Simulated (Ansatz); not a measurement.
**Isomers and spin states of SiHCl**

Ansatz 0.2.0, basis cc-pVDZ; geometries are PBE0/def2-TZVP minima. Wave-function levels freeze the cores; HF, MP2 and coupled cluster are restricted for singlets and unrestricted otherwise, Kohn–Sham unrestricted where that lies lower. MRCISD+Q stands on CASSCF in the full valence space. The reference is CCSDTQ (coupled cluster only where its series has nearly closed). Semilocal and hybrid functionals correlate all electrons outside any core potential and usually lie nearer their basis limit than the reference, so part of their error here is the reference's basis and frozen-core error; RPA and the MP2 part of double hybrids freeze the same cores as the reference. None of these values is a measured one. Energies are electronic, without zero-point terms. The set is small: such energies can lie up to about 0.3 eV from the limit, spin gaps mostly less, so near ties and functionals' places can change in larger sets. No spin–orbit coupling and no scalar relativity. The species are chosen: bound, without strong static correlation by their natural occupations or amplitudes, and with a ladder that closes on the reference, so errors are smaller than for species at large; levels whose determinant breaks symmetry or spin markedly are left out.

A. singlet; Si–Cl 2.077, Si–H 1.529, angle at Si 95°. Coordinates (Å): Si 0.000 -0.089 1.136; Cl 0.000 0.030 -0.938; H 0.000 1.425 1.349
B. triplet; Si–Cl 2.048, Si–H 1.491, angle at Si 116°. Coordinates (Å): Si 0.000 -0.097 1.111; Cl 0.000 0.043 -0.932; H 0.000 1.202 1.843

Q: From bonding and spin, estimate the order of these in energy at CCSDTQ, each at its own geometry.

A: At CCSDTQ, above the lowest of those listed: A (0.0 kcal/mol), B (33.3 kcal/mol).

```json
{"level": "CCSDTQ", "B less A (kcal/mol)": "33.3"}
{"level": "MP2", "B less A (kcal/mol)": "29.6"}
{"level": "CCSD(T)", "B less A (kcal/mol)": "33.2"}
{"level": "CCSDT", "B less A (kcal/mol)": "33.2"}
{"level": "MRCISD+Q", "B less A (kcal/mol)": "32.9"}
{"level": "PBE", "B less A (kcal/mol)": "30.7"}
{"level": "r2SCAN", "B less A (kcal/mol)": "25.3"}
{"level": "PBE0", "B less A (kcal/mol)": "29.3"}
{"level": "wB97M-V", "B less A (kcal/mol)": "39.0"}
{"level": "B2PLYP", "B less A (kcal/mol)": "33.4"}
```

Every level shown puts the same form lowest.

The geometries are PBE0's, not this basis's own minima.
